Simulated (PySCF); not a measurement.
# EPR parameters of C2H5N

Species: C₂H₅N (triplet state).
Atom-mapped SMILES: `[CH3:1][CH2:2][N:3]` (hydrogens: H4, H5, H6 on C1; H7, H8 on C2)

Geometry (PBE0-D3(BJ)/def2-SVP, Å), atoms numbered from 1 in this order:
```
atom  x, y, z in Å
C1     0.778    0.102    0.043
C2    -0.733   -0.131   -0.026
N3    -1.404    0.849   -0.784
H4     1.260   -0.682    0.645
H5     1.222    0.087   -0.964
H6     1.002    1.077    0.500
H7    -1.163   -0.150    0.999
H8    -0.945   -1.132   -0.462
```

Method used: PySCF, UKS B3LYP, IGLO-III on C N, pcH-1 on H, non-relativistic, mean-field spin-orbit, GIAO. Geometry: PBE0-D3(BJ)/def2-SVP; no solvent, vibrations or thermal averaging. Stability of the SCF solution: not tested.

* g1, g2, g3: 2.00206, 2.00353, 2.00359
* g_iso: 2.00306
* Form of g: close to axial: the two nearest values differ by 4 % of g3 − g1
* ⟨S²⟩: 2.0078 (exact 2.0000)
* D, E: 1.643, 0.001 cm⁻¹
* α and β electrons: 13, 11
* Basis functions: 155

Isotropic coupling and dipolar principal values T1 to T3, in G (MHz turned into gauss with g_iso; 10 G = 1 mT):

```
atom  isotope  a_iso     T1    T2   T3  Mulliken spin population
  C1      13C   15.5   -1.5  -1.4  2.9                      0.06
  C2      13C  -11.4   -0.9  -0.9  1.8                     -0.16
  N3      14N    7.9  -15.7   7.8  7.9                      1.91
  H4       1H    2.5   -1.1  -0.7  1.7                      0.01
  H5       1H   -1.2   -1.6  -1.0  2.6                      0.00
  H6       1H   -1.2   -1.6  -1.0  2.6                      0.00
  H7       1H   35.0   -2.2  -1.7  3.9                      0.09
  H8       1H   34.9   -2.2  -1.7  3.9                      0.09
```

The largest Mulliken spin populations are on N3 (+1.91), C2 (-0.16), H7 (+0.09) and H8 (+0.09). No atom but N3 exceeds +0.15.

Axes: g1 points within 3° of the C2–N3 bond.

The 13C coupling of C1 (43.6 MHz) shows only in satellite lines or after enrichment, since that isotope makes up about 1.07 % of natural carbon.

The spin density at the nucleus, in bohr⁻³, is negative for C2 (-0.0567), for instance. A restricted open-shell determinant has no negative spin density anywhere; here it arises because α and β orbitals differ (spin polarisation).
